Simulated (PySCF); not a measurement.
## Relaxation of singlet SiF₂

Method: PBE/[Si def2-TZVP, F def2-TZVP], no relativity, density fitting, PySCF. A (50,194) grid was used.

A hand-made linear start, of D∞h symmetry, held to at least that symmetry:

```xyz
3
charge 0 multiplicity 1, angstrom
Si    0.0000    0.0000    0.0000
F     0.0000    0.0000    1.8000
F     0.0000    0.0000   -1.8000
```

Question: What forces act on the atoms at the start (eV/Å)?

Answer: 
```tsv
atom	Fx	Fy	Fz
Si1	0.00	0.00	0.00
F2	0.00	0.00	-2.14
F3	0.00	0.00	2.14
```

Question: What does it relax to?

Answer: It ends at D∞h with Si–F 1.659 Å (×2); F–Si–F 180.0° (after a last refinement on a finer grid). A frequency run shows 2 imaginary modes (one degenerate set), down to 299i cm⁻¹, so it is a higher-order saddle point. Other isomers or separated fragments may lie lower.

Question: How much energy is released, and in how many steps?

Answer: 32.7 kJ/mol in 4 steps.
